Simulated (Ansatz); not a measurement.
This script drives Ansatz 0.2.0 through its Python package.

`states_s2.py`:
```python
"""Does a wider search find a lower mean-field state of S2?"""

import ansatz as az
import numpy as np

BASIS_SET = "cc-pVDZ"
FUNCTIONAL = "PBE"


def main() -> None:
    mol = (
        az.Crystal.molecule()
        .atom("S", [0.0, 0.0, 0.0])
        .atom("S", [0.0, 0.0, 1.97])
    )
    symbols = [site.symbol for site in mol.cartesian_sites]

    start = np.array([site.position_ang for site in mol.cartesian_sites])
    for factor in [1.0, 1.25, 1.6]:
        xyz = (start - start.mean(axis=0)) * factor
        scaled = az.Crystal.molecule()
        for symbol, place in zip(symbols, xyz):
            scaled = scaled.atom(symbol, place.tolist())
        base = (
            scaled.calculation()
            .basis(gaussian=BASIS_SET)
            .functional(FUNCTIONAL)
            .spin("collinear", total=2)
        )
        for search in ("off", "standard"):
            try:
                data = base.scf(lower_state_search=search).run(threads=1).report
            except az.AnsatzError as error:
                print(f"x{factor} search {search}: {type(error).__name__}")
                continue
            state = data["mean_field"]["state"]
            print(f"all distances x{factor}, search {search:8s} E = {data['free_energy_ev']:.5f} eV  <S^2> = {abs(state['spin_squared']):.3f}  other states met: {len(data['mean_field']['others'])}")


if __name__ == "__main__":
    main()
```

It is started by `python states_s2.py`. How long does it take on 1 thread of Arm Neoverse V1 (shared host), and how much memory does it need?

It took about 18 s, with a peak of 0.16 GiB, for 6 runs of the engine.

`python states_s2.py` gives:
```text
all distances x1.0, search off      E = -21661.23074 eV  <S^2> = 2.002  other states met: 0
all distances x1.0, search standard E = -21661.23074 eV  <S^2> = 2.002  other states met: 0
all distances x1.25, search off      E = -21659.48437 eV  <S^2> = 2.002  other states met: 0
all distances x1.25, search standard E = -21659.48437 eV  <S^2> = 2.002  other states met: 0
all distances x1.6, search off      E = -21657.00881 eV  <S^2> = 2.001  other states met: 0
all distances x1.6, search standard E = -21657.02608 eV  <S^2> = 2.385  other states met: 28
```

Caveats:
- Total energies depend on the basis set; only differences at equal settings carry meaning.
- The count of other states can hold repeated and symmetry-equivalent ends of the search; scaling all distances is a test, and for more than two atoms no physical path.
- The species is open-shell (spin multiplicity 3).
- The expectation value of S² is noticeably off S(S+1) in at least one run, so that state is spin-contaminated.
- The spin state was assumed, and another may lie lower.

(Lines on the test bed's own set-up are left out of the output.)
